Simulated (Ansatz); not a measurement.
# FHOSi: the cost of one run

Program: Ansatz 0.2.0. Level of theory: RKS PBE0-D4/def2-SVP. These are calculated values, not measurements.

## 1. The system as given

Bond lengths: O1–Si2 1.603 Å, Si2–F3 1.594 Å, O1–H4 0.962 Å. Angles: O1–Si2–F3 103.5°, Si2–O1–H4 117.5°.

Structure file:

```xyz
4

O    -0.5879    0.7498   -0.1712
Si    0.2930    0.0480    0.9696
F     0.9097   -1.2247    0.2346
H    -0.5593    0.3666   -1.0533
```

## 2. End point A

The input, input.yaml:

```yaml
crystal:
  periodic: [false, false, false]
  atoms:
    - { symbol: O, position_ang: [-0.5879, 0.7498, -0.1712] }
    - { symbol: Si, position_ang: [0.293, 0.048, 0.9696] }
    - { symbol: F, position_ang: [0.9097, -1.2247, 0.2346] }
    - { symbol: H, position_ang: [-0.5593, 0.3666, -1.0533] }
basis:
  gaussian: { orbitals: def2-SVP }
hamiltonian:
  xc: pbe0
  dispersion: d4
relax:
  f_tol: 0.02
  max_steps: 50
```

On the command line:

```console
$ ansatz run input.yaml --threads 1 --pin off --max-ram 2048MiB --backend cpu --events-out ev --progress --plain --runs-dir out
```

What time and memory should one allow on 1 thread of Intel Xeon 6975P-C (Granite Rapids), shared host?

About 3.7 s, with a peak of 0.14 GiB.
